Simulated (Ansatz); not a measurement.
Cost and result for the atomization energy of C$_{4}$H$_{8}$N$_{2}$ (`CN=CC(C)=N`) (14 atoms, 13 bonds).

| atom | x (Å) | y (Å) | z (Å) |
| --- | --- | --- | --- |
| C1 | -1.896 | -1.441 | -0.722 |
| N2 | -0.629 | -0.875 | -0.351 |
| C3 | -0.599 | 0.338 | -0.004 |
| C4 | 0.662 | 0.997 | 0.392 |
| C5 | 1.911 | 0.176 | 0.368 |
| N6 | 0.565 | 2.222 | 0.722 |
| H7 | -2.106 | -2.299 | -0.077 |
| H8 | -1.827 | -1.829 | -1.743 |
| H9 | -2.732 | -0.732 | -0.662 |
| H10 | -1.486 | 0.985 | 0.030 |
| H11 | 1.804 | -0.694 | 1.019 |
| H12 | 2.771 | 0.767 | 0.685 |
| H13 | 2.085 | -0.216 | -0.636 |
| H14 | 1.477 | 2.600 | 0.980 |

The species carries charge 0 and has multiplicity 1. All single points use the PBE0-D4/def2-TZVP geometry. It is one conformer, not always the lowest. Program: Ansatz. All runs use 4 threads of an Intel Xeon 6975P-C on a shared host. Times are those of one run each, without the atoms' runs, and a repeat can differ threefold. Electronic energies, without spin–orbit coupling; frozen cores. CCSD(T)/CBS adds CCSD(T) − MP2 in def2-TZVPP to the MP2 limit, and its time is that of the two runs behind it. T1 = 0.012; the RHF reference is unstable towards UHF. B3LYP takes the VWN-RPA correlation (the form of Gaussian; ORCA's B3LYP/G).

CCSD(T)/CBS is a level of theory with its own doubt, some kJ/mol a heavy atom from the limit and from the frozen cores, so smaller differences don't rank the functionals.

```csv
level,functions,wall time,atomization (kcal/mol),difference from CCSD(T)/CBS,per bond
PBE-D4/def2-TZVPP (with forces),298,1.9 s,1404.7,49.2,3.8
PBE0-D4/def2-TZVPP,298,1.9 s,1371.3,15.8,1.2
r2SCAN-D4/def2-TZVPP (with forces),298,2.6 s,1359.3,3.8,0.3
B3LYP-D4/def2-TZVPP (with forces),298,3.2 s,1366.4,10.9,0.8
ωB97X-V/def2-TZVPP,298,4.4 s,1362.1,6.6,0.5
B2PLYP/def2-TZVPP,298,4.5 s,1349.1,-6.4,-0.5
ωB97M-V/def2-TZVPP (with forces),298,6.5 s,1364.0,8.5,0.7
MP2/def2-QZVPP,582,24 s,1362.6,7.1,0.5
CCSD(T)/def2-TZVPP,298,3.4 min,1319.7,-35.8,-2.8
CCSD(T)/CBS(def2),–,3.8 min,1355.5,0.0,0.0
```

In def2-TZVPP, CCSD(T) changes the Hartree–Fock value by +362.1 kcal/mol (the triples alone add +23.8 kcal/mol) and MP2 by +383.7 kcal/mol; breaking electron pairs costs correlation energy, which Hartree–Fock lacks. The D4 term adds +9.8 kcal/mol with B3LYP and +5.2 kcal/mol with PBE0; it sums over pairs of atoms, weighted by their polarisabilities, and B3LYP, whose exchange is more repulsive, gets the larger term. From PBE to PBE0 (25 % exact exchange), in def2-TZVPP and without D4, the atomization energy moves by −32.4 kcal/mol: exact exchange takes away binding that semilocal exchange gives to molecules.
